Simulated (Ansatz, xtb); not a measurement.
## Ranking isomers of C4H4O

3 gas-phase structures of C4H4O, found in a search over its isomers (lower ones may exist). Each was relaxed with GFN2-xTB; where two conformers were screened, the lower at r2SCAN-D4/def2-SVP is listed:

A. `O=C=C1CC1`, a singlet
B. `c1ccoc1`, a singlet
C. `C=CC=C=O`, a singlet

**Question.** Make a reasoned guess at their ranking by r2SCAN-D4/def2-SVP single-point energy.

**Answer.** Calculated order at r2SCAN-D4/def2-SVP: B (0.0), C (17.3), A (30.7) kcal/mol.

Energies above the lowest of each column, in kcal/mol; the last columns are at PBE-D3(BJ)/def2-SVP geometries and were run for some of them only (a dash: not run or not comparable):

```tsv
structure	GFN2-xTB	HF/STO-3G	r2SCAN-D4/def2-SVP	PBE-D3(BJ)/def2-SVP	CCSD(T)/def2-SVP + ΔMP2/def2-TZVPP
B	0.0	0.0	0.0	0.0	0.0
C	30.7	49.5	17.3	16.2	16.1
A	33.5	56.5	30.7	–	–
```

Every level run on B puts it lowest or level with the lowest. Flexible structures stand in one conformer each, not always the lowest. Frequencies (PBE-D3(BJ)/def2-SVP) were run for B, C alone. ΔMP2 is the change of the MP2 energy from the smaller to the larger basis.

Programs: Ansatz 0.2.0, xtb 6.7.1.
